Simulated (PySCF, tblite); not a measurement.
# C5H10N radical: geometry, infrared bands and EPR parameters

Wanted: the infrared bands and EPR parameters of C5H10N radical (`C=NC[C](C)C`), by calculation.

Computed with tblite 0.8.0 and PySCF 2.14.0, with density-fitted response routines of our own, on a single molecule in the gas phase. Atoms are numbered from 0 throughout.

**1. Starting geometry**

16 atoms, charge 0, multiplicity 2; geometry from: force field or distance geometry start.

Bonds of the start (Å): C0–N1 1.28, N1–C2 1.43, C2–C3 1.50, C3–C4 1.48, C3–C5 1.49, C0–H6 1.08, C0–H7 1.11, C2–H8 1.13, C2–H9 1.12, C4–H10 1.11, C4–H11 1.12, C4–H12 1.09, C5–H13 1.12, C5–H14 1.10, C5–H15 1.11.

**2. Optimising the geometry with GFN2-xTB**

Job settings and geometry (Å):

```
{"job": {"kind": "relax", "xc": "GFN2-xTB", "basis": "xTB"}, "charge": 0, "multiplicity": 2}
C      2.756300     0.282600     0.553600
N      1.562100    -0.074700     0.848400
C      0.610800    -0.589100    -0.084900
C     -0.743100    -0.247900     0.457800
C     -0.893900     1.213800     0.636100
C     -1.905600    -0.981100    -0.127300
H      3.164500     0.262000    -0.446900
H      3.395400     0.659300     1.375400
H      0.753200    -0.150600    -1.114800
H      0.750900    -1.695400    -0.221100
H     -1.703500     1.390500     1.381500
H      0.052100     1.696500     0.986700
H     -1.220700     1.713400    -0.276700
H     -2.386400    -1.550500     0.713700
H     -1.580800    -1.695100    -0.900200
H     -2.618800    -0.224700    -0.524900
```

Run with:

```bash
OMP_NUM_THREADS=1 python probes_run.py task.json out
```

This one command runs all jobs of the session in turn.

**Question.** This job is followed by: GFN2-xTB harmonic vibrations, gas phase; UKS B3LYP, pcH-1 on C H N, non-relativistic, mean-field spin-orbit, GIAO. Predict these results of the whole session: strongest single infrared mode (GFN2-xTB); zero-point energy (GFN2-xTB); g(iso) (B3LYP); ⟨S²⟩; largest a(iso) (averaged by class); potential on the surface of density 0.002 e/bohr³, 1st and 99th percentile.

As calculated:

```
                                                                  quantity                  value
                                 strongest single infrared mode (GFN2-xTB)  2852 cm⁻¹, 140 km/mol
                                              zero-point energy (GFN2-xTB)          84.8 kcal/mol
                                                            g(iso) (B3LYP)                2.00260
                                                                      ⟨S²⟩     0.754 (exact 0.75)
                                        largest a(iso) (averaged by class)   13C on C3, 102.7 MHz
potential on the surface of density 0.002 e/bohr³, 1st and 99th percentile     -1.62 V and 0.75 V
```

The optimisation took 112 steps and gained 0.498 eV; among the close pairs (by a distance rule), C2–H9 changed most, from 1.123 to 1.093 Å. The lowest mode is imaginary (73i cm⁻¹), so the xTB geometry is not a minimum: the zero-point energy counts the real modes alone, and all values at this geometry belong to a saddle point. The strongest single mode, at 2852 cm⁻¹, moves mainly H6. Unscaled tight-binding wavenumbers are off by several per cent, some by more. Its intensities can rank the bands wrongly. Most of the unpaired spin sits on C3 (0.96 e). The isotropic g lies 0.3 ppt above the free-electron value.
